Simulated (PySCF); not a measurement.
**Simulated characterisation data**

Isolated molecule, a single conformation, no relativistic terms, averaged over atoms made equivalent by symmetry, fast rotation or ring inversion. Geometry: PBE0-D3(BJ)/def2-SVP; shielding tensors at PBE0/pcSseg-1 (GIAO); spin–spin couplings from B3LYP/pcJ-1 (spin–dipole term left out of most H,H and C,H couplings); PySCF 2.14.

Scale: 1H (σref 31.27), 13C (σref 184.41) against TMS (reference shieldings calculated alike). Multiplet labels drop J under 1 Hz and among equivalent protons, and merge close values. Unscaled 3J(H,H) run several per cent high. Vicinal couplings that depend on rotamer populations or ring flexing (ring, CH–CH, X–H and H–F types) are those of the one conformer. Acid and N–H amide carbonyl carbons lie up to 10 ppm further downfield in solution (hydrogen bonding). Shifts are as computed. Against solution values, carbons near 30 ppm lie about +2 ppm off and those near 130 ppm about +5 ppm. Of 1211 compounds with measured shifts, 218 miss one by over three times the rms of a fit or turn the order of signals round; such compounds aren't used in these exercises. Groups on amide-type nitrogens are kept apart (slow C–N rotation). OH and NH positions are gas-phase values without hydrogen bonding to other molecules.

Compound 1 (C4H5NO). 1H NMR (600 MHz, computed): δ 4.75 (br, 1H), 4.30 (br, 1H), 1.98 (s, 3H). 13C{1H} NMR (computed): δ 152.7, 86.6, 79.4, 4.4. Structure: `CC#CC(N)=O`.

Compound 2 (C4H5NO). 1H NMR (600 MHz, computed): δ 4.92 (dd, J = 10.4, 6.1 Hz, 1H), 4.82 (ddd, J = 10.1, 8.1, 7.4 Hz, 1H), 4.62 (ddd, J = 10.3, 7.4, 6.4 Hz, 1H), 2.92 (dtd, J = 12.5, 10.3, 8.1 Hz, 1H), 2.64 (ddt, J = 12.5, 10.1, 6.3 Hz, 1H). 13C{1H} NMR (computed): δ 123.8 (C), 71.1 (CH2), 67.0 (CH), 28.4 (CH2). Structure: `O1[C@@H](C#N)CC1`.
